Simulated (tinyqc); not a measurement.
Inside a calculation. Method: MP2 on RHF in the sto-3g basis, frozen core, for LiH, spin multiplicity 1. One step of it, computed by the program tinyqc.

Question. Second-order Moller-Plesset energy. E2 = sum_ijab (ia|jb) [2 (ia|jb) - (ib|ja)] / (e_i + e_j - e_a - e_b) over occupied i, j and virtual a, b; the opposite-spin part is (ia|jb)^2 / denominator, the rest is same-spin, and SCS-MP2 scales them by 6/5 and 1/3.

orbital energies (hartree): [-2.348118, -0.287725, 0.078466, 0.163915, 0.163915, 0.555710]

Two-electron integrals over orbitals (pq|rs), unique and non-zero (hartree); the lowest 1 orbital is frozen and left out:
```
(22|22) 0.489326    (32|22) -0.048092   (32|32) 0.012780    (33|22) 0.224451
(33|32) 0.007101    (33|33) 0.338179    (42|42) 0.023583    (43|42) 0.019253
(43|43) 0.041284    (44|22) 0.271605    (44|32) 0.005455    (44|33) 0.282062
(44|44) 0.312946    (52|52) 0.023583    (53|52) 0.019253    (53|53) 0.041284
(54|54) 0.016869    (55|22) 0.271605    (55|32) 0.005455    (55|33) 0.282062
(55|44) 0.279207    (55|55) 0.312946    (62|22) 0.128310    (62|32) -0.034261
(62|33) -0.011629   (62|44) -0.014792   (62|55) -0.014792   (62|62) 0.123620
(63|22) -0.051223   (63|32) 0.009116    (63|33) 0.035995    (63|44) 0.001988
(63|55) 0.001988    (63|62) -0.031640   (63|63) 0.026388    (64|42) -0.019572
(64|43) -0.013773   (64|64) 0.019666    (65|52) -0.019572   (65|53) -0.013773
(65|65) 0.019666    (66|22) 0.454959    (66|32) -0.043009   (66|33) 0.241619
(66|44) 0.268499    (66|55) 0.268499    (66|62) 0.136068    (66|63) -0.043932
(66|66) 0.454722
```

Hartree-Fock energy = -7.86267220 hartree

Give: Terms; Pair energies; MP2 correlation energy; SCS-MP2 correlation energy; MP2 total energy.

Answer.

Terms:
```
i  j  a  b  (ia|jb)  (ib|ja)  denominator       term
2  2  6  6   0.1236   0.1236      -1.6869    -0.0091
2  2  6  3  -0.0343  -0.0343      -1.2096    -0.0010
2  2  3  6  -0.0343  -0.0343      -1.2096    -0.0010
2  2  5  5   0.0236   0.0236      -0.9033    -0.0006
2  2  4  4   0.0236   0.0236      -0.9033    -0.0006
2  2  3  3   0.0128   0.0128      -0.7324  -2.23e-04
```

Pair energies (hartree; pair i-j sums ij and ji):
```
pair  opposite spin  same spin
2-2         -0.0125          0
```

MP2 correlation energy = -0.012455 hartree

SCS-MP2 correlation energy = -0.014945 hartree

MP2 total energy = -7.875127 hartree
